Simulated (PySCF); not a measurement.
Ligands exchanged one at a time, C H-Cl. Gas-phase values, no solvent. Strings in code marks are SMILES.

Quantity: redistribution energy (mixed species minus the weighted end members), in kJ/mol.

Level 1: PBE-D3(BJ)/def2-TZVP // B3LYP-D3(BJ)/def2-TZVP (PySCF)
Level 2: PBE/6-31G* // B3LYP-D3(BJ)/def2-TZVP (PySCF)
Level 3: frozen-core MP2/6-31G* // B3LYP-D3(BJ)/def2-TZVP (PySCF)
Level 4: HF/3-21G // B3LYP-D3(BJ)/def2-TZVP (PySCF)

```tsv
species	level 1	level 2	level 3	level 4
2 of 4 H replaced by Cl: `ClCCl`	-12.20	-19.77	?	-38.40
3 of 4 H replaced by Cl: `ClC(Cl)Cl`	-14.18	?	-15.32	-27.08
1 of 4 H replaced by Cl: `CCl`	-3.56	-10.56	-8.65	?
```

### Question
Some entries are withheld; supply them.

### Answer

- 2 of 4 H replaced by Cl: `ClCCl`, level 3: -15.98
- 3 of 4 H replaced by Cl: `ClC(Cl)Cl`, level 2: -18.90
- 1 of 4 H replaced by Cl: `CCl`, level 4: -31.56
